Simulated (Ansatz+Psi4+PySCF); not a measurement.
Results of a calculation; reference values are marked as such.
```xyz
3

C     0.0000    0.0000    0.1743
H     0.0000    0.8622   -0.5230
H     0.0000   -0.8622   -0.5230
```

Basis set: cc-pVTZ (spherical functions). Left uncorrelated: 1 orbital. Charge 0, multiplicity 1.

Starred EOM-CCSD(T)(a) on the restricted Hartree–Fock determinant with PySCF 2.14.0; the energies are vertical.

**Question.** The solver was asked for the few lowest roots only. Give the ionization energies of singlet CH₂ among them whose weight of singles is over 0.7.

**Answer.**

```csv
root,energy (eV),weight of singles
1,10.48,0.96
2,15.06,0.97
```

Higher main lines weren't sought. Caution: the closed shell is not the ground state.
